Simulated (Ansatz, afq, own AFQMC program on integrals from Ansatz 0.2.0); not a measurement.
Mo, septet → Mo, quintet

A free Mo atom.

E(quintet, charge +0) − E(septet, charge +0) at this geometry, on UHF and ROHF determinants.

Basis def2-SVP with its core potentials. Only valence electrons are correlated. AFQMC by an in-house program on the Cholesky factors that Ansatz 0.2.0 writes for its CCSD(T) run. The CISD trial takes its coefficients from CCSD amplitudes. Released means that phaseless walkers are propagated on without the constraint, phases kept. Uncertainties: one standard error, sampling alone. No spin–orbit coupling. The metal's outer-core s and p shells are frozen, which shifts wave-function levels against functionals. The errors of all members are added in quadrature.

No full CI on the walks' own integrals is used here; CCSDTQ serves as the reference and is uncertain by about the last step of the cluster series. Each member takes its own surest rung, up to full CI.

Errors are counted within def2-SVP, not against nature.

Cautions: no spin-orbit coupling; outer-core shells of the metal frozen; Mo (septet): the released energies have errors that jump between times, so the bars are unsure, so no released level is given (meV from the phaseless value at times in 1/Eh: -1.6 ± 0.5 at 0.60, -3.7 ± 0.6 at 1.20, -16 ± 12 at 2.00, -4.0 ± 1.2 at 3.00, -2.4 ± 1.3 at 4.20), though the last usable value meets full CI within the noise; Mo (quintet): a spin-contaminated unrestricted determinant lies lower (UHF 879 meV lower, ⟨S²⟩ 7.00), the released energies have errors that jump between times, so the bars are unsure, so no released level is given (meV from the phaseless value at times in 1/Eh: -11 ± 4 at 0.60, -18 ± 11 at 1.20, -16.0 ± 2.2 at 2.00, -17 ± 3 at 3.00, -20 ± 3 at 4.20), CCSDTQ on the UHF determinant differs (140 meV lower), perhaps since the unrestricted series falls towards higher spin, a state of other symmetry lies lower (by 46 meV), a state of higher spin lies lower, its ph-AFQMC/CISD value lies 47 ± 3 meV above CCSDTQ.

| level | vertical spin gap (kcal/mol) |
| --- | --- |
| MP2 | 44.2 |
| CCSD | 39.1 |

Task: From these cheaper values, estimate the vertical spin gap at the reference level in def2-SVP.

Result: 36.4 kcal/mol (CCSDTQ in def2-SVP).

```
        level  vertical spin gap (kcal/mol)  error against CCSDTQ (kcal/mol)
           HF                          54.2                             17.9
      CCSD(T)                          37.7                              1.4
        CCSDT                          36.5                              0.2
     CCSDT(Q)                          36.4                              0.0
ph-AFQMC/CISD                   37.3 ± 0.07                       1.0 ± 0.07
```

Correlation beyond CCSD(T) takes off 1.4 kcal/mol. The perturbative (T) step is worth −1.4 kcal/mol.

CCSDT and higher add their correlation energy to the determinant of the CCSD(T) run, since their own runs factorise the integrals more tightly (a shift of under 2 meV). A walk keeps the symmetry of its determinant, which the program's search chose and which needn't be the lowest solution, so a lower state of the same spin and another symmetry isn't excluded.
